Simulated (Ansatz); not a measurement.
# C4H10S: one species, many methods

Aim: compute C4H10S with functionals from several rungs and with coupled cluster. The yardstick is the atomisation energy at the CCSD(T) limit.

Computed with Ansatz 0.2.0, Gaussian basis. Level: functionals in def2-TZVPP, the program's frozen cores in correlated methods.

Levels to be run: LDA (SPW92), PBE-D4, revPBE-D4, BLYP-D4, r2SCAN-D4, B97M-V, PBE0-D4, B3LYP-D4, r2SCANh-D4, r2SCAN0-D4, HSE06-D4, BHLYP-D4, CAM-B3LYP-D4, LC-ωPBE, ωB97X-V, ωB97M-V, B2PLYP, PBE-QIDH; CCSD(T)/def2-SVP; CCSD(T)/def2-TZVPP; MP2/def2-QZVPP; extrapolation to the limit; RPA on PBE.

## Step 1: Structure used throughout

All runs share one geometry, relaxed beforehand with PBE0-D4 in a triple-zeta def2 set.

15 atoms, charge 0, spin multiplicity 1.

Atoms are counted from 1 here; the program's logs count them from 0.

Bond lengths: C1–C2 1.521 Å, C1–H6 1.091 Å, C1–H7 1.093 Å, C1–H8 1.095 Å, C2–C3 1.524 Å, C2–C4 1.521 Å, C2–S5 1.836 Å, C3–H9 1.092 Å, C3–H10 1.092 Å, C3–H11 1.093 Å, C4–H12 1.095 Å, C4–H13 1.091 Å, C4–H14 1.093 Å, S5–H15 1.343 Å. Angles: C2–C1–H6 111.0°, C2–C1–H7 111.2°, C2–C1–H8 110.0°, H6–C1–H7 108.1°, H6–C1–H8 108.5°, H7–C1–H8 107.9°, C1–C2–C3 110.4°, C1–C2–C4 110.7°, C1–C2–S5 110.1°, C3–C2–C4 110.4°, C3–C2–S5 105.1°, C4–C2–S5 110.1°, C2–C3–H9 111.2°, C2–C3–H10 111.2°, C2–C3–H11 109.5°, H9–C3–H10 108.4°, H9–C3–H11 108.2°, H10–C3–H11 108.2° and more.

## Step 2: LDA

This LDA is Slater exchange with PW92 correlation.

in.yaml

```yaml
crystal:
  periodic: [false, false, false]
  atoms:
    - {symbol: C, position_ang: [-1.296159, 0.268501, 0.560322]}
    - {symbol: C, position_ang: [0.116084, 0.176958, 0.001653]}
    - {symbol: C, position_ang: [1.063372, -0.398631, 1.047164]}
    - {symbol: C, position_ang: [0.141302, -0.672674, -1.260240]}
    - {symbol: S, position_ang: [0.763100, 1.857667, -0.356449]}
    - {symbol: H, position_ang: [-1.322502, 0.886091, 1.459407]}
    - {symbol: H, position_ang: [-1.982268, 0.702681, -0.170692]}
    - {symbol: H, position_ang: [-1.664059, -0.731301, 0.814261]}
    - {symbol: H, position_ang: [1.068028, 0.209594, 1.954349]}
    - {symbol: H, position_ang: [2.085154, -0.457112, 0.665744]}
    - {symbol: H, position_ang: [0.741507, -1.408512, 1.315604]}
    - {symbol: H, position_ang: [-0.203014, -1.687704, -1.035317]}
    - {symbol: H, position_ang: [1.149832, -0.732224, -1.672288]}
    - {symbol: H, position_ang: [-0.515912, -0.258036, -2.028212]}
    - {symbol: H, position_ang: [-0.166367, 2.194002, -1.265804]}
basis:
  gaussian: {orbitals: def2-TZVPP}
hamiltonian: {xc: lda}
output: {orbitals: {seedname: orbitals}}
```

Launch:

```sh
ansatz run in.yaml --threads 4 --pin off --events-out ev --progress --plain --max-ram 10444MiB
```

Further steps of the session: PBE-D4 (GGA); revPBE-D4 (GGA); BLYP-D4 (GGA); r2SCAN-D4 (meta-GGA); B97M-V (meta-GGA); B3LYP-D4 (hybrid); r2SCANh-D4 (hybrid); r2SCAN0-D4 (hybrid); HSE06-D4 (hybrid); BHLYP-D4 (hybrid); CAM-B3LYP-D4 (range-separated); LC-ωPBE (range-separated); ωB97X-V (range-separated); ωB97M-V (range-separated); B2PLYP (double hybrid); PBE-QIDH (double hybrid); CCSD(T) in def2-SVP; CCSD(T) in def2-TZVPP; MP2 in def2-QZVPP; RPA on PBE orbitals.

Q: Predict the results of all the runs planned. Wanted: atomisation energy, CCSD(T)/CBS; farthest beyond LDA; mean size of error, GGA; mean size of error, meta-GGA; mean size of error, hybrid; mean size of error, range-separated; mean size of error, double hybrid; gap, smallest and largest; T1 diagnostic.

The runs gave:

| quantity | value |
| --- | --- |
| atomisation energy, CCSD(T)/CBS | 59.115 eV |
| functionals within 0.296 eV (0.5 %) | revPBE-D4, r2SCAN-D4, B97M-V, B3LYP-D4, r2SCANh-D4, CAM-B3LYP-D4, LC-ωPBE, ωB97X-V, ωB97M-V, PBE-QIDH |
| farthest beyond LDA | BHLYP-D4 (-1.307 eV) |
| mean size of error, GGA | 0.524 eV |
| mean size of error, meta-GGA | 0.118 eV |
| mean size of error, hybrid | 0.420 eV |
| mean size of error, range-separated | 0.171 eV |
| mean size of error, double hybrid | 0.405 eV |
| gap, smallest and largest | 4.86 eV (LDA (SPW92)), 12.11 eV (LC-ωPBE) |
| T1 diagnostic | 0.0092 |
| triples share of the correlation energy | 4.0 % |

The LDA atomisation energy is off by 7.860 eV (13 %): it overbinds. PBE-D4 is off by +0.920 eV. Double hybrids carry the basis error of their MP2 part in triple zeta, and no dispersion term here, so their miss is partly the set-up's. The rungs meta-GGA, range-separated miss on average by less than the doubt on the reference (0.296 eV), so they tie. Misses under about 0.296 eV are within the doubt on the reference itself, which lacks core-valence correlation, relativity and higher excitations. Hartree-Fock recovers 75 % of the binding; the rest is correlation. CCSD(T) in def2-SVP is off by -2.417 eV, which most functionals beat. Orbital gaps span 4.9 to 12.1 eV; exact exchange widens them.
